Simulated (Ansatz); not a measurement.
# PBE0/aug-cc-pVTZ run of NO+ (nitrosonium)

Aim: the vertical singlet–triplet gap of NO+ (nitrosonium) at PBE0/aug-cc-pVTZ, from 2 runs. 

The calculation is run with Ansatz 0.2.0.

1 further run of the same task is left out (set aside as unsound or not needed).

## (1) The system as given

NO+: 2 atoms, total charge +1, spin state singlet. As SMILES, `N#[O+]`. The bond length is the measured one.

Bond lengths: N1–O2 1.063 Å.

## (2) The energy at PBE0/aug-cc-pVTZ

Contents of run.yaml:

```yaml
crystal:
  periodic: [false, false, false]
  atoms:
    - {symbol: "N", position_ang: [0.000000, 0.000000, 0.000000]}
    - {symbol: O, position_ang: [0.000000, 0.000000, 1.063220]}
basis:
  gaussian: {orbitals: aug-cc-pVTZ}
total_charge: 1
hamiltonian: {xc: {name: PBE0}}
output: {orbitals: {seedname: orbitals}}
accuracy: high
```

Started as:

```sh
$ ansatz run run.yaml --threads 1 --pin off --max-ram 3480MiB --events-out events.jsonl --progress --plain --runs-dir runs
```

Log:

```text
Warning: RAYON_NUM_THREADS=1 ignored (pool sized by the plan → 1); use --threads N
Functional definition: PBE0
  name "PBE0"
  parameter a = 0.25
  parameter kappa = 0.804
  parameter beta = 0.06672455060314922
  exchange = (1 - a)*pbe_x(kappa = kappa, mu = beta*pi^2/3) + a*exact_x
  correlation = pbe_c(beta = beta)
1267 factors; integrals over basis functions are off by at most 2.7e-9 eV
mean field evaluation 1: about -3518.6969 eV, gradient 5.4e1 eV
mean field evaluation 2: about -3506.5563 eV, gradient 1.0e2 eV
mean field evaluation 4: about -3522.5388 eV, gradient 1.0e0 eV
mean field evaluation 8: about -3522.5385 eV, gradient 4.0e-2 eV
mean field evaluation 16: about -3522.5385 eV, gradient 1.0e-8 eV
mean field -3522.53853860 eV, -129.4509036310 hartree, gradient 5.0e-8 eV, S^2 0.000000; 0 other end points of the search recorded, 0 dependent functions left out
reference -3522.53854044 eV, -129.4509036988 hartree; 7, 7 occupied and 85, 85 virtual orbitals, 1267 factors
Total energy: -3522.53854044 eV, -129.4509036988 hartree
```

It took 1.6 s on 1 thread of Arm Neoverse V2, shared host; peak memory 0.16 GiB.

## (3) The triplet, same level

Contents of run.yaml:

```yaml
crystal:
  periodic: [false, false, false]
  atoms:
    - {symbol: N, position_ang: [0.000000, 0.000000, 0.000000]}
    - {symbol: O, position_ang: [0.000000, 0.000000, 1.063220]}
basis:
  gaussian:
    orbitals: aug-cc-pVTZ
total_charge: 1
magnetization:
  spin_polarized: true
  initial_magnetization: 2
hamiltonian:
  xc: pbe0
accuracy: high
output: {orbitals: {seedname: orbitals}}
```

Started as:

```sh
$ ansatz run run.yaml --threads 1 --pin off --max-ram 3480MiB --events-out events.jsonl --progress --plain --runs-dir runs
```

Log, cut to the lines that bear on the results:

```text
Warning: RAYON_NUM_THREADS=1 ignored (pool sized by the plan → 1); use --threads N
[... 7 set-up lines as earlier in the session ...]
1267 factors; integrals over basis functions are off by at most 2.7e-9 eV
mean field evaluation 1: about -3509.3746 eV, gradient 4.5e1 eV
mean field evaluation 2: about -3484.0308 eV, gradient 9.3e1 eV
mean field evaluation 4: about -3514.9900 eV, gradient 2.0e0 eV
mean field evaluation 8: about -3515.0144 eV, gradient 3.5e-1 eV
mean field evaluation 16: about -3515.0173 eV, gradient 6.7e-5 eV
mean field -3515.01727499 eV, -129.1745022916 hartree, gradient 5.1e-8 eV, S^2 2.014962; 1 other end points of the search recorded, 0 dependent functions left out
reference -3515.01727771 eV, -129.1745023916 hartree; 8, 6 occupied and 84, 86 virtual orbitals, 1267 factors
Total energy: -3515.01727771 eV, -129.1745023916 hartree
```

Run time: 2.9 s. Hardware: 1 thread of Arm Neoverse V2, shared host; peak memory 0.19 GiB.

## (4) What came out

Level: PBE0/aug-cc-pVTZ.

| quantity | value |
| --- | --- |
| singlet: total energy | -129.45090 Eh |
| singlet: HOMO energy | -25.31 eV |
| singlet: LUMO energy | -13.03 eV |
| singlet: HOMO–LUMO gap | 12.28 eV |
| triplet: total energy | -129.17450 Eh |
| triplet: HOMO energy (highest over α and β) | -17.46 eV |
| triplet: ⟨S²⟩ | 2.015 |
| vertical energy of the triplet above the singlet | 7.521 eV |

At this shape the triplet lies 7.52 eV (726 kJ/mol) above the singlet.
